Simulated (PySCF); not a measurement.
**Bond curve of AlN**

Set-up: basis Al 6-311G(d,p), N 6-311G(d,p); no relativity; PySCF 2.14. Energies in eV from Al + N in their ground configurations at the same level. All curves are PBE0. state 1: ³Σ⁻ (triplet), unpaired electrons π ↑↑; state 2: ³Π (triplet), unpaired electrons σ ↑, π ↑, a second solution, started from another occupation; state 3: Ms = 0 determinant of mixed spin (⟨S²⟩ near 1.0), unpaired electrons σ ↓, π ↑, a second solution, started from another occupation; state 4: Ms = 0 determinant of mixed spin (⟨S²⟩ near 1.0), unpaired electrons π ↑↓, a mixture of terms (⟨Lz²⟩ = 2.0), a second solution, started from another occupation.

```tsv
R (Å)	state 1	state 2	state 3	state 4
1.667	-1.699	-2.208	-1.915	-1.169
1.744	-2.110	-2.384	-2.064	-1.581
1.822	-2.333	-2.407	-2.057	-1.803
1.880	-2.411	-2.355	-1.983	-1.879
1.938	-2.432	-2.263	-1.869	-1.898
1.996	-2.410	-2.143	-1.727	-1.873
2.074	-2.331	-1.954	-1.510	-1.790
2.171	-2.181	-1.697	-1.218	-1.632
2.287	-1.956	-1.386	-0.860	-1.396
2.442	-1.628	-1.016	-0.402	-1.045
```

Question: Put a parabola through the three lowest points of the state 1 curve and estimate Re, k and ωe (reduced mass 9.219 u; 1 eV/Å² = 0.16022 mdyn/Å; ωe = 1302.8·√(k/μ) cm⁻¹).

Answer: Through R = 1.88, 1.938, 1.996 Å the second-order coefficient is 6.39 eV/Å², so Re ≈ 1.937 Å, k ≈ 2.05 mdyn/Å and ωe ≈ 614 cm⁻¹. A polynomial fit of higher order to the unrounded PBE0 energies gives Re = 1.934 Å, k = 2.07 mdyn/Å, ωe = 617 cm⁻¹; anharmonicity and rounding make the difference.

The higher-order fit for each curve: state 1: Re = 1.934 Å, ωe = 617 cm⁻¹, De = 2.43 eV; state 2: Re = 1.796 Å, ωe = 751 cm⁻¹, minimum 2.41 eV below the ground-state fragments; state 3: Re = 1.777 Å, ωe = 794 cm⁻¹, minimum 2.08 eV below the ground-state fragments; state 4: Re = 1.931 Å, ωe = 625 cm⁻¹, minimum 1.90 eV below the ground-state fragments.

⟨S²⟩ of the unrestricted solution departs from its pure value on part of the curve, where spin states mix. The state was picked by a PBE0 search and need not be the measured ground state.
